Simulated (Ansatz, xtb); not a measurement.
Two isomers of C3H5F2N

We compare I, `C/N=C/C(F)F`, a singlet, with II, `[H]/N=C/CC(F)F`, a singlet. Both are isolated molecules in the gas phase, relaxed with r2SCAN-D4/def2-SVP; the shapes shown needn't be the lowest conformers.

I (Å):

```yaml
atoms:
  - { symbol: C, position_ang: [0.8320, -2.6829, 0.2914] }
  - { symbol: C, position_ang: [2.3411, -0.9874, -0.2283] }
  - { symbol: C, position_ang: [2.7461, 0.4524, -0.3318] }
  - { symbol: F, position_ang: [3.8607, 0.6609, 0.4223] }
  - { symbol: F, position_ang: [3.0763, 0.7345, -1.6224] }
  - { symbol: N, position_ang: [1.1907, -1.2917, 0.2039] }
  - { symbol: H, position_ang: [0.5569, -2.9170, 1.3330] }
  - { symbol: H, position_ang: [-0.0753, -2.8572, -0.3103] }
  - { symbol: H, position_ang: [1.6263, -3.3815, -0.0397] }
  - { symbol: H, position_ang: [3.1116, -1.7222, -0.5516] }
  - { symbol: H, position_ang: [1.9427, 1.1316, 0.0009] }
```

II (Å):

```yaml
atoms:
  - { symbol: C, position_ang: [0.3862, 0.5255, -0.4974] }
  - { symbol: C, position_ang: [0.4649, 1.2571, -1.8050] }
  - { symbol: C, position_ang: [-0.8780, 1.7956, -2.2467] }
  - { symbol: F, position_ang: [-1.3757, 2.6295, -1.2866] }
  - { symbol: F, position_ang: [-0.7310, 2.5223, -3.3848] }
  - { symbol: N, position_ang: [0.7047, -0.7033, -0.4137] }
  - { symbol: H, position_ang: [0.5877, -1.0296, 0.5533] }
  - { symbol: H, position_ang: [0.0281, 1.1335, 0.3591] }
  - { symbol: H, position_ang: [0.8627, 0.5820, -2.5774] }
  - { symbol: H, position_ang: [1.1340, 2.1314, -1.7120] }
  - { symbol: H, position_ang: [-1.6295, 1.0062, -2.4330] }
```

Problem. Estimate E(II) − E(I) at the level CCSD(T)/def2-SVP + ΔMP2/def2-TZVPP.

Solution. Calculated at CCSD(T)/def2-SVP + ΔMP2/def2-TZVPP: E(II) − E(I) = −7.5 kcal/mol, so structure II lies lower.

Level by level:

| level | geometry | E(II) − E(I) (kcal/mol) | departure from the last row (kcal/mol) | job, with rough time for the two |
| --- | --- | --- | --- | --- |
| GFN2-xTB | GFN2-xTB | +0.5 | +8.1 | optimisation, 0.16 s |
| HF/STO-3G | GFN2-xTB | −1.7 | +5.8 | single point, 0.51 s |
| r2SCAN-D4/def2-SVP//GFN2-xTB | GFN2-xTB | −8.5 | −1.0 | single point, 3.2 s |
| r2SCAN-D4/def2-SVP | r2SCAN-D4/def2-SVP | −6.6 | +0.9 | optimisation, 71 s |
| HF/def2-SVP | r2SCAN-D4/def2-SVP | −6.6 | +0.9 | part of the CCSD(T) run |
| MP2/def2-SVP | r2SCAN-D4/def2-SVP | −7.6 | −0.1 | part of the CCSD(T) run |
| CCSD(T)/def2-SVP | r2SCAN-D4/def2-SVP | −7.2 | +0.3 | single point |
| CCSD(T)/def2-SVP + ΔMP2/def2-TZVPP | r2SCAN-D4/def2-SVP | −7.5 |  | single point, 46 s |

As drawn, II has 1 N–H, 1 C–C in place of 1 C–N, 1 C–H.

GFN2-xTB puts the two in the other order. The largest departure from CCSD(T)/def2-SVP + ΔMP2/def2-TZVPP is that of GFN2-xTB, 8.1 kcal/mol. The last row adds to CCSD(T) the change of the MP2 difference between the two basis sets, here −0.3 kcal/mol.

With harmonic frequencies from r2SCAN-D4/def2-SVP (ideal gas, rigid rotor, one conformer each, 298.15 K, 1 atm): the zero-point term adds +0.8 kcal/mol; ΔH is −6.9 and ΔG −6.8 kcal/mol.

The correlated steps freeze 6 core orbitals. Mirror images aren't counted in ΔG. Run with Ansatz 0.2.0, xtb 6.7.1; the last row on 2 threads of Intel(R) Xeon(R) Processor @ 2.70GHz on a shared host.
